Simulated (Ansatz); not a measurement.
Geometry optimisation, RKS PBE0-D4/6-31G (Ansatz).

Input:

```yaml
crystal:
  periodic: [false, false, false]
  atoms:
    - { symbol: F, position_ang: [-1.4955, -0.5151, 1.3998] }
    - { symbol: C, position_ang: [-0.6946, 0.5809, 1.3123] }
    - { symbol: S, position_ang: [0.906, 0.0135, 0.7766] }
    - { symbol: C, position_ang: [0.5257, -0.817, -0.7387] }
    - { symbol: S, position_ang: [1.86626, -1.91936, -1.27634] }
    - { symbol: H, position_ang: [-1.1004, 1.3361, 0.6158] }
    - { symbol: H, position_ang: [-0.5954, 1.0382, 2.3097] }
    - { symbol: H, position_ang: [-0.37723, -1.37682, -0.66997] }
    - { symbol: H, position_ang: [0.40095, 0.00945, -1.53684] }
    - { symbol: H, position_ang: [1.79124, -2.65045, -0.14748] }
basis:
  gaussian: { orbitals: "6-31G" }
hamiltonian:
  xc: pbe0
  dispersion: d4
relax:
  f_tol: 0.015
  max_steps: 40
```

Launched with:

```bash
$ ansatz run input.yaml --threads 1 --pin off --max-ram 2048MiB --backend cpu --events-out ev --progress --plain --runs-dir out
```

Where does it end, and by what steps?

It converged. The force dipped under the threshold on the way, but the program's further checks kept it going. Limits of this set-up: no polarisation functions. After 6 steps the energy has fallen by 0.484 eV; H10 moved furthest, 0.18 Å.

```csv
step,energy less start (eV),largest force component (eV/Å),accepted
0,0.0000,3.028,yes
1,-0.4019,1.330,yes
2,-0.4701,0.320,yes
3,-0.4811,0.116,yes
4,-0.4830,0.026,yes
5,-0.4834,0.014,yes
6,-0.4836,0.014,yes
```

```xyz
10
Properties=species:S:1:pos:R:3
F -1.531 -0.568 1.514
C -0.715 0.587 1.334
S 1.006 0.100 0.854
C 0.563 -0.744 -0.766
S 1.876 -1.944 -1.306
H -1.178 1.197 0.558
H -0.645 1.128 2.277
H -0.391 -1.250 -0.619
H 0.488 -0.009 -1.567
H 1.755 -2.798 -0.235
```

Whether the end is a true minimum wasn't checked by a vibrational analysis.

Time of the run: 16 s on 1 thread of Intel(R) Xeon(R) 6975P-C (Granite Rapids) (shared host), peak memory 0.18 GiB.
